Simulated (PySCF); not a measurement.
Published values to compare with (the computed states carry no symmetry labels, so the two lists aren't matched line by line):

| state | E (eV) | f | kind of transition | source |
| --- | --- | --- | --- | --- |
| 3B2(π→π*) | 4.00 |  | band maximum or as reported | [1] |
| 3B2(π→π*) | 4.17 |  | vertical absorption | [2] |
| 3B2(π→π*) | 4.20 |  | vertical absorption | [3] |
| 3A1(π→π*) | 5.20 |  | band maximum or as reported | [1] |
| 3A1(π→π*) | 5.46 |  | vertical absorption | [3] |
| 3A1(π→π*) | 5.48 |  | vertical absorption | [2] |
| 1A2(π→3s) | 5.91 |  | band maximum or as reported | [1] |
| 3A2(π→3s) | 6.02 |  | vertical absorption | [3] |
| 1B2(π→π*) | 6.04 |  | band maximum or as reported | [1] |
| 1A2(π→3s) | 6.09 |  | vertical absorption | [3] |
| 1A2(π→3s) | 6.10 |  | vertical absorption | [4] |
| 1B2(π→π*) | 6.35 |  | vertical absorption | [4] |
| 1B2(π→π*) | 6.37 | 0.163 | vertical absorption | [3] |
| 1B1(π→3p) | 6.47 |  | band maximum or as reported | [1] |
| 1A1(π→π*) | 6.53 |  | vertical absorption | [4] |
| 1A1(π→π*) | 6.56 | 0.000 | vertical absorption | [3] |
| 3B1(π→3p) | 6.59 |  | vertical absorption | [3] |
| 1A2(π→3p) | 6.61 |  | band maximum or as reported | [1] |
| 1A1(π→π*) | 6.62 |  | vertical absorption | [2] |
| 1B1(π→3p) | 6.64 | 0.038 | vertical absorption | [3] |
| 1B1(π→3p) | 6.65 |  | vertical absorption | [4] |
| 1B2(π→3p) | 6.75 |  | band maximum or as reported | [1] |
| 1A2(π→3p) | 6.81 |  | vertical absorption | [3] |
| 1A2(π→3p) | 6.82 |  | vertical absorption | [4] |
| 1B2(π→3p) | 7.24 | 0.007 | vertical absorption | [3] |
| 1B2(π→3p) | 7.25 |  | vertical absorption | [4] |
| 1A1(π→π*) | 8.53 |  | vertical absorption | [2] |

[1] measured, gas; Loos, Lipparini, Boggio-Pasqua, Scemama, Jacquemin (2019), arXiv:1912.04173, literature columns
[2] computed, CC3/TZVP, gas; arXiv:2401.06101 (2024), CC3 reference column of Thiel's set
[3] computed, theoretical best estimate (aug-cc-pVTZ, frozen core, CC3 geometry), gas; Veril, Scemama, Caffarel, Lipparini, Boggio-Pasqua, Jacquemin, Loos, WIREs Comput. Mol. Sci. 2021, 11, e1517 (QUESTDB)
[4] computed, theoretical best estimate (aug-cc-pVTZ), revised with CC4, gas; Loos, Lipparini, Matthews, Blondel, Jacquemin, revising reference values with EOM-CC4 (2022), arXiv:2204.11658

Species: furan, C4H4O.
Bonds: C1–C2 (aromatic), C2–C3 (aromatic), C3–O4 (aromatic), O4–C5 (aromatic), C1–C5 (aromatic). Hydrogens: H6 on C1; H7 on C2; H8 on C3; H9 on C5.

Method: TDDFT CAM-B3LYP/aug-cc-pVTZ, vertical, gas phase, core orbitals frozen in the response in PySCF 2.14.0, density-fitted response routines. Geometry: PBE0-D3(BJ)/def2-TZVP; no solvent, vibrations or thermal averaging.

Computed singlets: 5.92 eV (f 0.000); 6.15 eV (f 0.168); 6.42 eV (f 0.036); 6.62 eV (f 0.000); 7.00 eV (f 0.000); 7.10 eV (f 0.000); 7.11 eV (f 0.006); 7.11 eV (f 0.001); 7.42 eV (f 0.021); 7.48 eV (f 0.000). Computed triplets (Tamm–Dancoff): 4.09, 5.41, 5.89, 6.39 eV.

How does the lowest computed singlet compare with the best estimate listed for the lowest singlet (vertical absorption)?

5.92 eV against 6.09 eV for 1A2(π→3s) [3]: a difference of -0.17 eV. Geometry and basis of the two calculations needn't be the same.

How does the lowest computed triplet compare with the best estimate listed for the lowest triplet (vertical absorption)?

4.09 eV against 4.20 eV for 3B2(π→π*) [3]: a difference of -0.11 eV. Geometry and basis of the two calculations needn't be the same.

Note on [4]: revises the 2021 QUESTDB value.

A measured band maximum holds vibronic effects and, in solution, solvent shifts, so it needn't equal the vertical energy.
